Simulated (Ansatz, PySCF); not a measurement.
This Ansatz (a quantum-chemistry and plane-wave program) input computes a SVWN5/def2-TZVPD energy:

Ansatz 0.2 input:
```yaml
crystal:
  periodic: [false, false, false]
  atoms:
    - {symbol: C, position_ang: [0.00338377, 0.10886783, 0.55856994]}
    - {symbol: C, position_ang: [-0.00493192, 1.40362732, -0.22443988]}
    - {symbol: C, position_ang: [0.00154860, -1.23332597, -0.22868881]}
    - {symbol: H, position_ang: [-0.86721713, 0.06866735, 1.23737251]}
    - {symbol: H, position_ang: [0.88297494, 0.07298702, 1.22592807]}
    - {symbol: H, position_ang: [0.00802955, -2.13036317, 0.42385519]}
    - {symbol: H, position_ang: [0.88047196, 1.44474346, -0.88717900]}
    - {symbol: H, position_ang: [-0.89911906, 1.44035123, -0.87554232]}
    - {symbol: H, position_ang: [-0.88326491, -1.28787415, -0.87278214]}
    - {symbol: H, position_ang: [0.87812193, -1.28352684, -0.88429978]}
basis:
  gaussian:
    orbitals: def2-TZVPD
hamiltonian:
  xc: {name: SVWN5}
total_charge: -1
output: {forces: true}
```

Question: Write an input for the same energy in PySCF and say what it gives.

Answer: 
```python
from pyscf import gto, scf, dft

mol = gto.M(
    atom='''
    C     0.00338377    0.10886783    0.55856994
    C    -0.00493192    1.40362732   -0.22443988
    C     0.00154860   -1.23332597   -0.22868881
    H    -0.86721713    0.06866735    1.23737251
    H     0.88297494    0.07298702    1.22592807
    H     0.00802955   -2.13036317    0.42385519
    H     0.88047196    1.44474346   -0.88717900
    H    -0.89911906    1.44035123   -0.87554232
    H    -0.88326491   -1.28787415   -0.87278214
    H     0.87812193   -1.28352684   -0.88429978
    ''',
    basis='def2-tzvpd',
    charge=-1,
    spin=0,
    verbose=4,
)

mf = dft.RKS(mol, xc='svwn').density_fit(auxbasis='def2-universal-jkfit')
mf.grids.level = 3
mf.conv_tol = 1e-9
mf.max_cycle = 100
mf.max_memory = 1500
mf.kernel()
if not mf.converged:
    mf = mf.newton()
    mf.kernel(mf.make_rdm1())
mf.analyze()
```
It gives -117.36707 Eh, and Ansatz -117.36698 Eh, a difference of 0.09 mEh, from the treatment of integrals and grids.

It need not be the lowest isomer of its formula. Whether it binds its extra electron was not tested at this geometry.
